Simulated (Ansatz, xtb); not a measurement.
Two isomers of C4H12P2

Structure a is `CPCP(C)C`, a singlet and structure b is `CC(C)P(C)P`, a singlet. Both are isolated molecules in the gas phase, relaxed with PBE-D3(BJ)/def2-SVP; each stands in its lowest conformer found.

Quicker runs give these differences E(b) − E(a): GFN2-xTB −14.17 kcal/mol; HF/STO-3G +7.89 kcal/mol (at GFN2-xTB geometries); r2SCAN-D4/def2-SVP −1.84 kcal/mol (at GFN2-xTB geometries).

Q: Which of the two would you expect CCSD(T)/def2-SVP + ΔMP2/def2-TZVPP electronic energies to favour?

A: Too close to call at this level: CCSD(T)/def2-SVP + ΔMP2/def2-TZVPP gives E(b) − E(a) = −0.46 kcal/mol.

The same difference at several levels:

```
                             level             geometry  E(b) − E(a) (kcal/mol)  departure from the last row (kcal/mol)  job, with rough time for the two
                          GFN2-xTB             GFN2-xTB                    −14.17                                  −13.71              optimisation, 0.48 s
                         HF/STO-3G             GFN2-xTB                     +7.89                                   +8.35              single point, 0.42 s
                r2SCAN-D4/def2-SVP             GFN2-xTB                     −1.84                                   −1.38               single point, 4.4 s
               PBE-D3(BJ)/def2-SVP  PBE-D3(BJ)/def2-SVP                     −2.99                                   −2.53                optimisation, 32 s
                       HF/def2-SVP  PBE-D3(BJ)/def2-SVP                     −1.15                                   −0.69           part of the CCSD(T) run
                      MP2/def2-SVP  PBE-D3(BJ)/def2-SVP                     −3.48                                   −3.02           part of the CCSD(T) run
                  CCSD(T)/def2-SVP  PBE-D3(BJ)/def2-SVP                     −4.37                                   −3.91                      single point
CCSD(T)/def2-SVP + ΔMP2/def2-TZVPP  PBE-D3(BJ)/def2-SVP                     −0.46                                                        single point, 81 s
```

As drawn, b has 2 C–C, 1 P–P, 1 P–H in place of 3 C–P, 1 C–H.

The largest departure from CCSD(T)/def2-SVP + ΔMP2/def2-TZVPP is that of GFN2-xTB, 13.71 kcal/mol. The last row adds to CCSD(T) the change of the MP2 difference between the two basis sets, here +3.91 kcal/mol, a large step that makes the value less sure.

With thermal terms from frequencies at re-optimised GFN2-xTB minima (ideal gas, soft modes damped towards free rotors, one conformer each, 298.15 K, 1 atm): on the last row, ΔE + ΔZPE = +0.20, ΔH = +0.16, ΔG = +0.44 kcal/mol.

The correlated steps freeze 14 core orbitals. Codes used: Ansatz 0.2.0, xtb 6.7.1; the last row on 4 threads of Arm Neoverse V1 on a shared host.
